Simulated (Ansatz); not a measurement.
# SiH2 (triplet): from Hartree-Fock to the top rungs, aug-cc-pVDZ

An exercise on one series of results from a longer session: the logs are not shown, and one member is left open.

The runs use Ansatz 0.2.0, Gaussian basis; aug-cc-pVDZ, core rule «outside noble gas», up to 5 orbitals frozen.

The runs, in order: UHF; CCSD(T) on ROHF; CCSD(T) on UHF; BCCD(T) on ROHF; CISD; CCSDT(Q) on ROHF; CCSDT(Q) on UHF; CASSCF and MRCISD+Q, 6 electrons in 6 orbitals; CASSCF and NEVPT2, 6 electrons in 6 orbitals.

17 further runs of the same task are left out: 6 that didn't finish, 11 set aside as unsound or not needed.

### The system

The geometry is a PBE0/def2-TZVPD stationary point (not a proven minimum) of the parent state, kept for this charge and spin.

3 atoms, charge 0, spin multiplicity 3.

Atoms are counted from 1 here; the program's logs count them from 0.

Bond lengths: Si1–H2 1.552 Å, Si1–H3 1.552 Å. Angles: H2–Si1–H3 91.9°.

The first run:

in.yaml

```yaml
crystal:
  periodic: [false, false, false]
  atoms:
    - {symbol: Si, position_ang: [0.000000, -0.072260, 0.000000]}
    - {symbol: H, position_ang: [0.000000, 1.006740, 1.115800]}
    - {symbol: H, position_ang: [0.000000, 1.006740, -1.115800]}
basis:
  gaussian: {orbitals: aug-cc-pVDZ}
magnetization: {spin_polarized: true, initial_magnetization: 2}
hamiltonian: {xc: hf}
output: {orbitals: {seedname: orbitals}}
```

Launch:

```sh
ansatz run in.yaml --threads 1 --pin off --events-out ev --progress --plain --max-ram 2393MiB
```

Steps of the session up to this table: UHF; CCSD(T) on ROHF; CCSD(T) on UHF; BCCD(T) on ROHF; CISD; CCSDT(Q) on ROHF; CCSDT(Q) on UHF; CASSCF and MRCISD+Q, 6 electrons in 6 orbitals; CASSCF and NEVPT2, 6 electrons in 6 orbitals.

One of the session's tables, all rows but one given; the rest of the session is left out.

```
          method  from UCCSDT(Q) (meV)
            ROHF               +2887.2
             UHF               +2842.1
            RMP2                +747.6
            UMP2                +742.0
            CISD                +164.5
           RCCSD                 +94.3
           UCCSD                 +93.4
        RCCSD(T)                 +24.3
        UCCSD(T)                 +24.0
         BCCD(T)                 +24.3
          RCCSDT                  +1.9
          UCCSDT                     ?
       RCCSDT(Q)                  +0.5
       UCCSDT(Q)                     0
  CASSCF valence               +1951.6
  NEVPT2 valence                +638.4
  MRCISD valence                 +96.3
MRCISD+Q valence                  +6.6
```

Estimate the missing values for UCCSDT.

**Answer.** from UCCSDT(Q) (meV): +1.5. In the column «from UCCSDT(Q) (meV)» it lies between RCCSDT(Q) (+0.5) and RCCSDT (+1.9).

Limits of these values: Restricted and unrestricted rows rest on different reference determinants; where their highest levels disagree by more than a few hundredths of an eV, they describe different states and don't form one ladder.
